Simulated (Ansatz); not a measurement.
Styrene (`C=Cc1ccccc1`), 16 atoms. The species carries charge 0 and has multiplicity 1. All runs use 2 threads of an AMD EPYC 7R13 on a shared host and a share of an NVIDIA H100 80 GB. Correlated methods freeze the cores. Open-shell runs search over several starts.

How many basis functions does each run have, and how long does it take in Ansatz? UHF-MP2/def2-QZVPP energy of the cation; RHF-MP2/def2-QZVPP energy; RHF-CCSD(T)/def2-TZVPP energy; UKS ωB97X-V/def2-TZVPP energy of the cation; RKS ωB97M-V/def2-QZVPP energy; RKS SPW92 (LDA)/def2-TZVPP energy; UKS B3LYP-D4/def2-TZVPP energy of the cation; RKS ωB97X-V/def2-TZVPP energy; UKS PBE-D4/def2-TZVPP energy of the cation; RKS PBE0-D4/def2-TZVP frequencies; UKS r2SCAN-D4/def2-TZVPP energy of the cation; UKS PBE0-D4/def2-TZVPP energy of the cation. (Estimate.)

Ansatz gave: Other jobs shared the machine, so times are rough.

```csv
level,job,functions,wall time,peak host memory (GiB)
RKS SPW92 (LDA)/def2-TZVPP,energy,360,2.8 s,0.88
RKS ωB97X-V/def2-TZVPP,energy,360,3.2 s,0.96
UKS PBE0-D4/def2-TZVPP,energy of the cation,360,4.5 s,0.96
UKS B3LYP-D4/def2-TZVPP,energy of the cation,360,4.6 s,0.94
UKS r2SCAN-D4/def2-TZVPP,energy of the cation,360,6 s,1
UKS PBE-D4/def2-TZVPP,energy of the cation,360,6.5 s,0.97
RHF-MP2/def2-QZVPP,energy,696,7.5 s,1.4
RKS ωB97M-V/def2-QZVPP,energy,696,7.5 s,1.4
RHF-CCSD(T)/def2-TZVPP,energy,360,12 s,0.86
UKS ωB97X-V/def2-TZVPP,energy of the cation,360,13 s,1.1
UHF-MP2/def2-QZVPP,energy of the cation,696,18 s,1.5
RKS PBE0-D4/def2-TZVP,frequencies,296,90 s,0.92
```

B3LYP here is the variant with VWN-RPA as its local correlation; programs differ in this.
